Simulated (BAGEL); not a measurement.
# A workflow on singlet CH4FSi+

Aim: the energy (singlet CH4FSi+, HF/6-31G*), then a single-point energy (doublet CH4FSi, NEVPT2(3,2)/6-31G*), then a single-point energy (doublet CH4FSi, CASPT2(3,2)/6-31G*) of CH4FSi. 

Program for the calculation: BAGEL 1.2.2.

## 1. The system as given

The species is CH4FSi+ (7 atoms), meant as a singlet with charge +1. As SMILES of the parent species, `[CH2][SiH2]F`. The C1–H5 distance was set to 2.497 Å, away from the relaxed value. That shape belongs to the parent species and isn't relaxed for this state. At this shape a bond of the SMILES string is far longer than usual.

Bond lengths: C1–Si2 1.828 Å, Si2–F3 1.601 Å, C1–H4 1.085 Å, Si2–H6 1.486 Å, Si2–H7 1.486 Å. Angles: C1–Si2–F3 109.0°, C1–Si2–H6 111.6°, C1–Si2–H7 111.7°, F3–Si2–H6 107.8°, F3–Si2–H7 107.6°, Si2–C1–H4 122.6°, H6–Si2–H7 109.0°.

## 2. A single-point energy at HF/6-31G(d) (density fitting with svp-jkfit, spherical functions) (run 1)

job.json reads:

```json
{ "bagel" : [

{
  "title" : "molecule",
  "basis" : "6-31gs.json",
  "df_basis" : "svp-jkfit",
  "geometry" : [
    { "atom" : "C", "xyz" : [ -0.99887143, -1.99808113, -0.61808973 ] },
    { "atom" : "Si", "xyz" : [  1.76107357, -2.82653706,  1.28732112 ] },
    { "atom" : "F", "xyz" : [  1.88201604, -5.83535900,  1.58589785 ] },
    { "atom" : "H", "xyz" : [ -2.25383855, -3.40989552, -1.41687696 ] },
    { "atom" : "H", "xyz" : [ -2.14672888,  2.47686403, -1.58340152 ] },
    { "atom" : "H", "xyz" : [  1.61235212, -1.71556708,  3.86263988 ] },
    { "atom" : "H", "xyz" : [  4.15233301, -1.99543551,  0.06995955 ] }
  ]
},
{ "title" : "hf", "charge" : 1 },
{ "title" : "print", "file" : "orbitals.molden", "orbitals" : true }

]}
```

The basis set 6-31G* is read from a file made from the Basis Set Exchange's data (not shown).

On the command line:

```
$ BAGEL_NUM_THREADS=1 BAGEL job.json > job.out
```

Standard output:

```text
* using 1 threads per process

  ===============================================================
  ===============================================================

  *** Geometry ***

  { "atom" : "C", "xyz" : [     -0.998871,     -1.998081,     -0.618090 ] },
  { "atom" : "Si", "xyz" : [      1.761074,     -2.826537,      1.287321 ] },
  { "atom" : "F", "xyz" : [      1.882016,     -5.835359,      1.585898 ] },
  { "atom" : "H", "xyz" : [     -2.253839,     -3.409896,     -1.416877 ] },
  { "atom" : "H", "xyz" : [     -2.146729,      2.476864,     -1.583402 ] },
  { "atom" : "H", "xyz" : [      1.612352,     -1.715567,      3.862640 ] },
  { "atom" : "H", "xyz" : [      4.152333,     -1.995436,      0.069960 ] },

  Number of auxiliary basis functions:      352

  Since a DF basis is specified, we compute 2- and 3-index integrals:
    o Being stored without compression. Storage requirement is 0.008 GB

  Number of basis functions:       54
  Number of electrons      :       33

    * METHOD: MOLECULE                             0.11

  *** RHF ***

  === Nuclear Repulsion ===
   104.7465066321

      * DIIS with orbital gradients will be used.

  === RHF iteration (6-31gs.json) ===
      0       -427.84067507          0.02445320           0.02
      1       -427.94996782          0.01575734           0.02
      2       -428.00433768          0.00218445           0.02
      3       -428.00657010          0.00042119           0.02
      4       -428.00667901          0.00011591           0.02
      5       -428.00668808          0.00002686           0.02
      6       -428.00668855          0.00000844           0.02
      7       -428.00668861          0.00000389           0.02
      8       -428.00668863          0.00000279           0.02
      9       -428.00668864          0.00000183           0.02
     10       -428.00668865          0.00000065           0.02
     11       -428.00668865          0.00000033           0.02
     12       -428.00668865          0.00000011           0.02
     13       -428.00668865          0.00000004           0.02
     14       -428.00668865          0.00000002           0.02
     15       -428.00668865          0.00000001           0.02
    * SCF iteration converged.

    * Permanent dipole moment:
           (    2.134807,    -3.079792,     1.621648) a.u.

    * METHOD: HF                                   0.40

    * METHOD: PRINT                                0.01

  ===============================================================
```

Run time: 0.93 s. Hardware: 1 thread of AMD EPYC 7R43 (Zen 3), shared host; peak memory 0.14 GiB.

## 3. Doublet neutral CH4FSi: a single-point energy at NEVPT2(3,2)/6-31G(d) (density fitting with svp-jkfit, spherical functions) (run 2)

input.json reads:

```json
{ "bagel" : [

{
  "title" : "molecule",
  "basis" : "6-31gs.json",
  "df_basis" : "svp-jkfit",
  "geometry" : [
    { "atom" : "C", "xyz" : [ -0.99887143, -1.99808113, -0.61808973 ] },
    { "atom" : "Si", "xyz" : [  1.76107357, -2.82653706,  1.28732112 ] },
    { "atom" : "F", "xyz" : [  1.88201604, -5.83535900,  1.58589785 ] },
    { "atom" : "H", "xyz" : [ -2.25383855, -3.40989552, -1.41687696 ] },
    { "atom" : "H", "xyz" : [ -2.14672888,  2.47686403, -1.58340152 ] },
    { "atom" : "H", "xyz" : [  1.61235212, -1.71556708,  3.86263988 ] },
    { "atom" : "H", "xyz" : [  4.15233301, -1.99543551,  0.06995955 ] }
  ]
},
{
  "title" : "hf",
  "charge" : 1
},
{
  "title" : "casscf",
  "nstate" : 1,
  "nact" : 2,
  "nclosed" : 15,
  "nspin" : 1,
  "active" : [16, 17],
  "maxiter" : 200,
  "natocc" : "true"
},
{
  "title" : "nevpt2",
  "nstate" : 1,
  "nact" : 2,
  "nclosed" : 15,
  "nspin" : 1,
  "active" : [16, 17],
  "maxiter" : 200,
  "natocc" : "true",
  "ncore" : 7
},
{
  "title" : "print",
  "file" : "orbitals.molden",
  "orbitals" : "true"
}

]}
```

The basis set 6-31G* is read from a file made from the Basis Set Exchange's data (not shown).

On the command line:

```
$ BAGEL_NUM_THREADS=1 BAGEL input.json > input.out
```

Standard output:

```text
* using 1 threads per process

  ===============================================================
  ===============================================================

  *** Geometry ***

  { "atom" : "C", "xyz" : [     -0.998871,     -1.998081,     -0.618090 ] },
  { "atom" : "Si", "xyz" : [      1.761074,     -2.826537,      1.287321 ] },
  { "atom" : "F", "xyz" : [      1.882016,     -5.835359,      1.585898 ] },
  { "atom" : "H", "xyz" : [     -2.253839,     -3.409896,     -1.416877 ] },
  { "atom" : "H", "xyz" : [     -2.146729,      2.476864,     -1.583402 ] },
  { "atom" : "H", "xyz" : [      1.612352,     -1.715567,      3.862640 ] },
  { "atom" : "H", "xyz" : [      4.152333,     -1.995436,      0.069960 ] },

  Number of auxiliary basis functions:      352

  Since a DF basis is specified, we compute 2- and 3-index integrals:
    o Being stored without compression. Storage requirement is 0.008 GB

  Number of basis functions:       54
  Number of electrons      :       33

    * METHOD: MOLECULE                             0.11

  *** RHF ***

  === Nuclear Repulsion ===
   104.7465066321

      * DIIS with orbital gradients will be used.

  === RHF iteration (6-31gs.json) ===
      0       -427.84067507          0.02445320           0.02
      1       -427.94996782          0.01575734           0.02
      2       -428.00433768          0.00218445           0.02
      3       -428.00657010          0.00042119           0.02
      4       -428.00667901          0.00011591           0.02
      5       -428.00668808          0.00002686           0.02
      6       -428.00668855          0.00000844           0.02
      7       -428.00668861          0.00000389           0.02
      8       -428.00668863          0.00000279           0.02
      9       -428.00668864          0.00000183           0.02
     10       -428.00668865          0.00000065           0.02
     11       -428.00668865          0.00000033           0.02
     12       -428.00668865          0.00000011           0.02
     13       -428.00668865          0.00000004           0.02
     14       -428.00668865          0.00000002           0.02
     15       -428.00668865          0.00000001           0.02
    * SCF iteration converged.

    * Permanent dipole moment:
           (    2.134807,    -3.079792,     1.621648) a.u.

    * METHOD: HF                                   0.38

  ---------------------------
      CASSCF calculation
  ---------------------------

    ==== Active orbitals : =====
         Orbital 16
         Orbital 17
    ============================

    * nstate   :      1
    * nclosed  :     15
    * nact     :      2
    * nvirt    :     37
  === CASSCF iteration (6-31gs.json) ===

    * Using the second-order algorithm

      0  0      -428.33889487     1.91e-02      0.01

      1  0      -428.36830578     1.51e-03      0.09

      2  0      -428.36857173     2.42e-04      0.10

      3  0      -428.36856897     1.73e-03      0.11

      4  0      -428.36857278     1.47e-04      0.38

      5  0      -428.36857284     2.41e-04      0.25

      6  0      -428.36306675     6.70e-02      0.35

      7  0      -428.36849404     4.82e-03      0.40

      8  0      -428.36855478     1.50e-03      0.24

      9  0      -428.36830074     1.47e-02      0.20

     10  0      -428.36855824     2.12e-04      0.47

     11  0      -428.35314856     1.13e-01      0.16

     12  0      -428.36783118     1.18e-02      0.56

     13  0      -428.36856190     4.76e-04      0.68
[... 33 lines of this table left out ...]
     30  0      -428.36855908     1.59e-04      0.37

     31  0      -428.36852914     3.20e-03      0.29

     32  0      -428.02966091     5.18e-01      0.43

     33  0      -428.36573679     1.54e-02      0.27

     34  0      -428.36784434     1.20e-02      0.35

     35  0      -425.38231441     1.52e+00      0.37

     36  0      -428.28109004     1.65e-01      0.35

  ERROR: EXCEPTION RAISED:  max size reached in AugHess
```

Wall time 15 s (1 thread of AMD EPYC 7R43 (Zen 3), shared host); peak memory 0.14 GiB.

The run stopped without converging.

## 4. Doublet neutral CH4FSi: the energy at CASPT2(3,2)/6-31G(d) (density fitting with svp-jkfit, spherical functions) (run 3)

job.json reads:

```json
{ "bagel" : [

{
  "title" : "molecule",
  "basis" : "6-31gs.json",
  "df_basis" : "svp-jkfit",
  "geometry" : [
    { "atom" : "C", "xyz" : [    -0.99887143,    -1.99808113,    -0.61808973 ] },
    { "atom" : "Si", "xyz" : [     1.76107357,    -2.82653706,     1.28732112 ] },
    { "atom" : "F", "xyz" : [     1.88201604,    -5.83535900,     1.58589785 ] },
    { "atom" : "H", "xyz" : [    -2.25383855,    -3.40989552,    -1.41687696 ] },
    { "atom" : "H", "xyz" : [    -2.14672888,     2.47686403,    -1.58340152 ] },
    { "atom" : "H", "xyz" : [     1.61235212,    -1.71556708,     3.86263988 ] },
    { "atom" : "H", "xyz" : [     4.15233301,    -1.99543551,     0.06995955 ] }
  ]
},

{ "title" : "hf", "charge" : 1 },

{ "title" : "casscf", "nstate" : 1, "nact" : 2, "nclosed" : 15, "nspin" : 1, "active" : [16, 17], "maxiter" : 200, "natocc" : "true" },

{ "title" : "print", "file" : "orbitals.molden", "orbitals" : "true" },

{ "title" : "smith", "method" : "caspt2", "ms" : "true", "xms" : "true", "sssr" : "true", "shift" : 0.2, "shift_imag" : "true", "ncore" : 7 }

]}
```

The basis set 6-31G* is read from a file made from the Basis Set Exchange's data (not shown).

On the command line:

```
$ BAGEL_NUM_THREADS=1 BAGEL job.json > job.out
```

Standard output:

```text
* using 1 threads per process

  ===============================================================
  ===============================================================

  *** Geometry ***

  { "atom" : "C", "xyz" : [     -0.998871,     -1.998081,     -0.618090 ] },
  { "atom" : "Si", "xyz" : [      1.761074,     -2.826537,      1.287321 ] },
  { "atom" : "F", "xyz" : [      1.882016,     -5.835359,      1.585898 ] },
  { "atom" : "H", "xyz" : [     -2.253839,     -3.409896,     -1.416877 ] },
  { "atom" : "H", "xyz" : [     -2.146729,      2.476864,     -1.583402 ] },
  { "atom" : "H", "xyz" : [      1.612352,     -1.715567,      3.862640 ] },
  { "atom" : "H", "xyz" : [      4.152333,     -1.995436,      0.069960 ] },

  Number of auxiliary basis functions:      352

  Since a DF basis is specified, we compute 2- and 3-index integrals:
    o Being stored without compression. Storage requirement is 0.008 GB

  Number of basis functions:       54
  Number of electrons      :       33

    * METHOD: MOLECULE                             0.11

  *** RHF ***

  === Nuclear Repulsion ===
   104.7465066321

      * DIIS with orbital gradients will be used.

  === RHF iteration (6-31gs.json) ===
      0       -427.84067507          0.02445320           0.02
      1       -427.94996782          0.01575734           0.02
      2       -428.00433768          0.00218445           0.02
      3       -428.00657010          0.00042119           0.02
      4       -428.00667901          0.00011591           0.02
      5       -428.00668808          0.00002686           0.02
      6       -428.00668855          0.00000844           0.02
      7       -428.00668861          0.00000389           0.02
      8       -428.00668863          0.00000279           0.02
      9       -428.00668864          0.00000183           0.02
     10       -428.00668865          0.00000065           0.02
     11       -428.00668865          0.00000033           0.02
     12       -428.00668865          0.00000011           0.02
     13       -428.00668865          0.00000004           0.02
     14       -428.00668865          0.00000002           0.02
     15       -428.00668865          0.00000001           0.02
    * SCF iteration converged.

    * Permanent dipole moment:
           (    2.134807,    -3.079792,     1.621648) a.u.

    * METHOD: HF                                   0.40

  ---------------------------
      CASSCF calculation
  ---------------------------

    ==== Active orbitals : =====
         Orbital 16
         Orbital 17
    ============================

    * nstate   :      1
    * nclosed  :     15
    * nact     :      2
    * nvirt    :     37
  === CASSCF iteration (6-31gs.json) ===

    * Using the second-order algorithm

      0  0      -428.33889487     1.91e-02      0.01

      1  0      -428.36830578     1.51e-03      0.09

      2  0      -428.36857173     2.42e-04      0.09

      3  0      -428.36856897     1.73e-03      0.08

      4  0      -428.36857278     1.47e-04      0.36

      5  0      -428.36857284     2.41e-04      0.22

      6  0      -428.36306675     6.70e-02      0.34

      7  0      -428.36849404     4.82e-03      0.46

      8  0      -428.36855478     1.50e-03      0.30

      9  0      -428.36830074     1.47e-02      0.21

     10  0      -428.36855824     2.12e-04      0.49

     11  0      -428.35314856     1.13e-01      0.17

     12  0      -428.36783118     1.18e-02      0.55

     13  0      -428.36856190     4.76e-04      0.70
[... 33 lines of this table left out ...]
     30  0      -428.36855908     1.59e-04      0.27

     31  0      -428.36852914     3.20e-03      0.23

     32  0      -428.02966091     5.18e-01      0.38

     33  0      -428.36573679     1.54e-02      0.24

     34  0      -428.36784434     1.20e-02      0.35

     35  0      -425.38231441     1.52e+00      0.32

     36  0      -428.28109004     1.65e-01      0.28

  ERROR: EXCEPTION RAISED:  max size reached in AugHess
```

It took 14 s on 1 thread of AMD EPYC 7R43 (Zen 3), shared host; peak memory 0.14 GiB.

The iterations ended before the threshold was met.

## 5. Results

| quantity | value |
| --- | --- |
| run 1, HF/6-31G*: total energy | -428.00669 Eh |
| run 1, HF/6-31G*: HOMO energy | -17.41 eV |
| run 1, HF/6-31G*: LUMO energy | -8.34 eV |
| run 1, HF/6-31G*: HOMO–LUMO gap | 9.07 eV |
| doublet neutral CH4FSi, run 2 | no result (not converged) |
| doublet neutral CH4FSi, run 3 | no result (not converged) |

**Reading.** 2 of the 3 runs did not end normally.
